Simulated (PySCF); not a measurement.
## Potential energy of HF along the bond

Set-up: basis H cc-pVTZ, F cc-pVTZ; no relativity; PySCF 2.14. Energies in eV from H + F in their ground configurations at the same level. State: ¹Σ⁺ (singlet), closed shell.

All columns are PBE. A positive dipole means H(−)F(+).

| R (Å) | E (eV) | μ (D) | Mulliken charge on H (basis-dependent) | HOMO (eV) | LUMO (eV) | Mayer bond order | ⟨S²⟩ |
| --- | --- | --- | --- | --- | --- | --- | --- |
| 0.789 | -5.270 | -1.60 | 0.20 | -9.45 | 1.02 | 1.15 | 0.00 |
| 0.826 | -5.672 | -1.65 | 0.23 | -9.35 | 0.82 | 1.11 | 0.00 |
| 0.863 | -5.915 | -1.70 | 0.27 | -9.25 | 0.60 | 1.08 | 0.00 |
| 0.890 | -6.016 | -1.74 | 0.29 | -9.18 | 0.41 | 1.05 | 0.00 |
| 0.918 | -6.060 | -1.77 | 0.30 | -9.11 | 0.21 | 1.03 | 0.00 |
| 0.946 | -6.058 | -1.81 | 0.32 | -9.05 | -0.01 | 1.01 | 0.00 |
| 0.982 | -5.997 | -1.86 | 0.33 | -8.96 | -0.32 | 1.00 | 0.00 |
| 1.028 | -5.850 | -1.92 | 0.34 | -8.87 | -0.73 | 0.98 | 0.00 |
| 1.083 | -5.602 | -1.99 | 0.35 | -8.76 | -1.24 | 0.96 | 0.00 |
| 1.157 | -5.195 | -2.08 | 0.35 | -8.63 | -1.95 | 0.95 | 0.00 |

A fit through these points gives, at Re = 0.930 Å, μ = -1.79 D and dμ/dR = -1.33 D/Å; the reduced mass is 0.9571 u.

Question: How strong is the fundamental in the double-harmonic approximation, I = 42.26·(dμ/dR)²/μred km/mol?

Answer: I = 42.26·(-1.33)²/0.9571 = 78.1 km/mol at PBE.
